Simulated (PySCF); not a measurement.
Gas-phase reaction: SiF₄ + 2 SiHF ⇌ 3 SiF₂ + 2 H

Computed with PySCF and rigid-rotor harmonic-oscillator thermochemistry at 1 bar. † marks an energy on the PBE0/def2-TZVP geometry and frequencies; other levels use their own. MP2 and CCSD(T) freeze the core. 6-31G* has spherical d functions here. Open shells (unrestricted): H (multiplicity 2); the rest are closed-shell singlets. B3LYP is the form with VWN-RPA correlation. SiHF: computed as isolated molecules; such fragments, hydroxides, amides, oligomers or adducts are transient or little studied in the gas. MP2 isn't extrapolated to the basis-set limit; its ΔH°(298 K) is 423.8 kJ in def2-SVP and 446.7 kJ in def2-TZVPP. CCSD(T) isn't extrapolated to the basis-set limit; its ΔH°(298 K) is 441.1 kJ in def2-SVP and 468.0 kJ in def2-TZVPP. The harmonic model lacks anharmonicity and excited electronic states, which grow with temperature; levels with a mode under 35 cm⁻¹ are left out.

```csv
level,"ΔE electronic, kJ","ΔH°(298 K), kJ","ΔS°(298 K), J/K","ΔG°(1800 K), kJ"
B3LYP/6-31G*,477,447,238,-4
B3LYP/def2-TZVP†,476,446,238,-6
CCSD(T)/def2-TZVPP†,498,468,238,16
M06-2X/def2-TZVP†,490,460,238,8
MP2/def2-TZVPP†,477,447,238,-5
PBE/def2-SVP,436,408,237,-41
```
ΔH° is lowest at PBE/def2-SVP and highest at CCSD(T)/def2-TZVPP†. No reference value is set beside these.
